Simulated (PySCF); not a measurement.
**HCN: map over both bonds**

Computed with PySCF, PBE0, basis C def2-TZVP, N def2-TZVP, H def2-TZVP (no relativity, density fitting).

Rigid scan from the singlet minimum (C–H 1.069 Å, C–N 1.146 Å; H–C–N 180.0°). Coordinate: rows scale the first bond (C–N), columns the second (C–H). Energies in kJ/mol from the minimum.

Question: Give the energy map for rows 0.94, 0.97, 1.00, 1.04, 1.09, 1.15 and columns 0.94, 0.97, 1.00, 1.04, 1.09, 1.15.

Answer: 
| scale \ scale | 0.94 | 0.97 | 1.00 | 1.04 | 1.09 | 1.15 |
| --- | --- | --- | --- | --- | --- | --- |
| 0.94 | 42.1 | 35.6 | 33.9 | 37.4 | 49.3 | 71.6 |
| 0.97 | 16.4 | 9.8 | 7.9 | 11.2 | 22.9 | 45.0 |
| 1.00 | 8.8 | 2.1 | 0.0 | 3.2 | 14.7 | 36.5 |
| 1.04 | 20.9 | 14.0 | 11.8 | 14.7 | 25.9 | 47.4 |
| 1.09 | 62.7 | 55.5 | 53.0 | 55.7 | 66.5 | 87.6 |
| 1.15 | 138.9 | 131.5 | 128.7 | 131.0 | 141.4 | 161.9 |

Question: And the size of the dipole moment (D) on the same grid?

Answer: 
| scale \ scale | 0.94 | 0.97 | 1.00 | 1.04 | 1.09 | 1.15 |
| --- | --- | --- | --- | --- | --- | --- |
| 0.94 | 2.96 | 3.00 | 3.03 | 3.09 | 3.15 | 3.23 |
| 0.97 | 2.96 | 3.00 | 3.03 | 3.09 | 3.15 | 3.23 |
| 1.00 | 2.95 | 2.99 | 3.03 | 3.09 | 3.15 | 3.23 |
| 1.04 | 2.95 | 2.99 | 3.03 | 3.08 | 3.15 | 3.23 |
| 1.09 | 2.94 | 2.98 | 3.02 | 3.07 | 3.14 | 3.22 |
| 1.15 | 2.92 | 2.96 | 3.00 | 3.06 | 3.12 | 3.20 |

Other isomers or separated fragments may lie lower.

The scan took about 90 core-seconds on a shared host.
